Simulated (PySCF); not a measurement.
**Broadened absorption spectrum of C3H5F2N**

Compound: C₃H₅F₂N.
InChI=1S/C3H5F2N/c1-6-2-3(4)5/h2-3H,1H3/b6-2+

Computed with TDDFT CAM-B3LYP/def2-SVPD, vertical, gas phase, core orbitals frozen in the response in PySCF. One conformer (not necessarily the lowest) at the PBE0-D3(BJ)/def2-SVP geometry, without solvent, vibrations or thermal averaging. Torsions of this conformer, `[CH3:1]/[N:2]=[CH:3]/[CH:4]([F:5])[F:6]`: N2–C3–C4–F5 -121°.

Computed states:

| state | E (eV) | f |
| --- | --- | --- |
| S1 | 4.99 | 0.0011 |
| S2 | 7.70 | 0.0009 |
| S3 | 7.76 | 0.209 |
| S4 | 7.99 | 0.174 |
| S5 | 8.56 | 0.145 |
| S6 | 8.94 | 0.106 |
| S7 | 8.95 | 0.0032 |
| S8 | 9.38 | 0.077 |
| S9 | 9.45 | 0.0002 |
| S10 | 9.67 | 0.0011 |

Broadening: Gaussians 0.25 eV wide at half height, area fixed by f = 4.319×10⁻⁹ ∫ε dν̃. The width is an assumption, not a result. The curve ends short of the highest state used, and states not computed would add to its high-energy end.

Q: What does the envelope look like, and where are its maxima?

A: 
| E (eV) | ε (L mol⁻¹ cm⁻¹) |
| --- | --- |
| 4.61 | 0 |
| 4.72 | 5 |
| 4.82 | 34 |
| 4.92 | 98 |
| 5.03 | 112 |
| 5.13 | 50 |
| 5.24 | 7 |
| 5.34 | 1 |
| 5.44 | 0 |
| 5.55 | 0 |
| 5.65 | 0 |
| 5.75 | 0 |
| 5.86 | 0 |
| 5.96 | 0 |
| 6.06 | 0 |
| 6.17 | 0 |
| 6.27 | 0 |
| 6.37 | 0 |
| 6.48 | 0 |
| 6.58 | 0 |
| 6.69 | 0 |
| 6.79 | 0 |
| 6.89 | 0 |
| 7.00 | 0 |
| 7.10 | 0 |
| 7.20 | 0 |
| 7.31 | 3 |
| 7.41 | 93 |
| 7.51 | 1349 |
| 7.62 | 9263 |
| 7.72 | 21654 |
| 7.82 | 24806 |
| 7.93 | 22578 |
| 8.03 | 18375 |
| 8.14 | 6890 |
| 8.24 | 1340 |
| 8.34 | 2055 |
| 8.45 | 9498 |
| 8.55 | 15608 |
| 8.65 | 10825 |
| 8.76 | 5245 |
| 8.86 | 9096 |
| 8.96 | 11568 |
| 9.07 | 5675 |

Maxima: 249 nm (4.99 eV), ε about 120, made up of S1 (100%); 159 nm (7.79 eV), ε about 25000, made up of S3 (86%) and S4 (13%); 145 nm (8.56 eV), ε about 16000, made up of S5 (100%); 139 nm (8.94 eV), ε about 12000, made up of S6 (97%) (ε in L mol⁻¹ cm⁻¹; maxima over ε = 5, shares over 10%).

Q: On this curve, what absorbance would a 10⁻⁵ mol/L sample give at 248 nm over a 1 cm path?

A: 248 nm is 4.999 eV, where ε is about 120 L mol⁻¹ cm⁻¹, so A = ε c l ≈ 0.0012 (Beer–Lambert, with the gas-phase spectrum and the assumed width).

Q: What would ε be at 7.79 eV, the highest of these maxima, with half the width (0.125 eV)?

A: About 39600 L mol⁻¹ cm⁻¹ against 25100, a factor of about 1.6; a lone state at its own centre would give exactly 2.

Q: Coming from long wavelengths, where does ε first pass 100 L mol⁻¹ cm⁻¹?

A: At about 252 nm (4.93 eV), 0.06 eV below S1.

The vertical ionisation energy (ΔSCF) is 10.39 eV, 0.72 eV above S10.
